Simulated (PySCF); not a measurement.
# F5P (Phosphorus pentafluoride): the cost of one run

The runs use PySCF 2.14.0, with density-fitted response routines of our own; the level of theory stands in each step. All values are computed, except where a source is named. Atoms are numbered from 0 throughout.

**1. The molecule as given**

6 atoms, charge 0, multiplicity 1; geometry from: GFN2-xTB. The atoms were then displaced at random by about 0.01 Å, so the start is not that level's minimum.

Bonds of the start (Å): F0–P1 1.61, P1–F2 1.56, P1–F3 1.56, P1–F4 1.57, P1–F5 1.59.

**2. Geometry optimisation at PBE0-D3(BJ)/def2-SVP**

The job: settings as JSON, then the geometry in Å.

```
{"job": {"xc": "PBE0", "basis": "def2-SVP", "d3": "d3bj", "grid": 1, "shake": 0.01, "kind": "geom"}, "charge": 0, "multiplicity": 1}
F      1.599560     0.107220    -0.121050
P     -0.005200    -0.004200    -0.006280
F     -0.169510     1.523200    -0.300600
F      0.186750    -0.495750     1.461500
F     -0.005140    -1.032260    -1.189370
F     -1.582300    -0.128230     0.111140
```

Launch:

```bash
OMP_NUM_THREADS=1 python probes_run.py task.json out
```

One launch serves the whole session: the jobs run in the order shown.

**Question.** How long does this first job take on 1 thread of Arm Neoverse N1, shared host, and how much memory does it need?

About 52 s, with a peak of 0.37 GiB.
